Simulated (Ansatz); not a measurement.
**SiH2O+ (doublet): wave-function methods side by side, def2-TZVPP**

One table from this session's results is given with a row withheld; the runs are named, their logs left out.

The runs use Ansatz 0.2.0, Gaussian basis; def2-TZVPP, core rule «outside noble gas», up to 6 orbitals frozen.

Plan: UHF; ROHF; CCSD(T) on UHF.

2 further runs of the same task are left out: 2 set aside as unsound or not needed.

### The geometry

The geometry is a PBE0/def2-TZVP stationary point (not a proven minimum) of the parent state, kept for this charge and spin.

4 atoms, charge 1, spin multiplicity 2.

Atoms are counted from 1 here; the program's logs count them from 0.

Bond lengths: Si1–O2 1.657 Å, Si1–H3 1.532 Å, O2–H4 0.961 Å. Angles: O2–Si1–H3 94.4°, Si1–O2–H4 114.2°.

As a file:

```xyz
4

Si    0.0000   -0.1186    0.6062
O     0.0000    0.1621   -1.0273
H     0.0000    1.3666    0.9807
H     0.0000   -0.6354   -1.5633
```

The first run:

The input, in.yaml:

```yaml
crystal:
  periodic: [false, false, false]
  atoms:
    - {symbol: Si, position_ang: [0.000000, -0.118572, 0.606157]}
    - {symbol: O, position_ang: [0.000000, 0.162082, -1.027349]}
    - {symbol: H, position_ang: [0.000000, 1.366569, 0.980666]}
    - {symbol: H, position_ang: [0.000000, -0.635437, -1.563283]}
basis:
  gaussian: {orbitals: def2-TZVPP}
total_charge: 1
magnetization: {spin_polarized: true, initial_magnetization: 1}
hamiltonian: {xc: hf}
output: {orbitals: {seedname: orbitals}}
```

Launch:

```console
$ ansatz run in.yaml --threads 1 --pin off --events-out ev --progress --plain --max-ram 4096MiB --backend cpu
```

Steps of the session up to this table: UHF; ROHF; CCSD(T) on UHF.

One table of the session follows, with a row left open; its other results are not shown here.

It belongs to the step «Misses and costs». 

```
  method  from UCCSD(T) (meV)
    ROHF                    ?
     UHF              +9465.4
    UMP2               +744.0
   UCCSD               +362.0
UCCSD(T)                    0
```

Q: Estimate the row for ROHF from the others.

As computed: from UCCSD(T) (meV): +9580.1. In the column «from UCCSD(T) (meV)» it is the highest.
